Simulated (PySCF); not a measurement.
Al(Cl)3 cation (AlCl3), SMILES [Cl][Al]([Cl])[Cl] (connectivity only; charge and spin as stated), charge +1, multiplicity 2. Atoms are numbered in the order given.

```xyz
4

Al     0.0000     0.0000     0.1381
Cl     0.0000     1.9062     0.9385
Cl     0.0000    -1.9062     0.9385
Cl     0.0000     0.0000    -1.9826
```
Charge +1, spin multiplicity 2.

Geometry: PBE0-D3(BJ)/def2-SVP. The geometry has at least one imaginary mode, so it is a saddle point at that level. The spin state was assumed, not searched. The isomer is the one that the SMILES or the coordinates give; other isomers of the formula were not compared.

Level of theory: B3LYP/pcH-1 in PySCF.

Unrestricted Kohn–Sham, ⟨S²⟩ = 0.754. Hyperfine tensors hold the contact and dipolar terms, without spin-orbit corrections.

Problem. Estimate the hyperfine couplings. (Estimate from the structure and the level; the computed values follow.)

Solution. 
```csv
nucleus,A(iso) (MHz),A(iso) (G),dipolar principal values (MHz)
27Al no. 1,-41.1,-14.7,"-0.5, -0.1, 0.6"
35Cl no. 2,7.0,2.5,"-50.1, -49.7, 99.8"
35Cl no. 3,7.0,2.5,"-50.1, -49.7, 99.8"
35Cl no. 4,11.5,4.1,"-87.3, -87.1, 174.4"
```
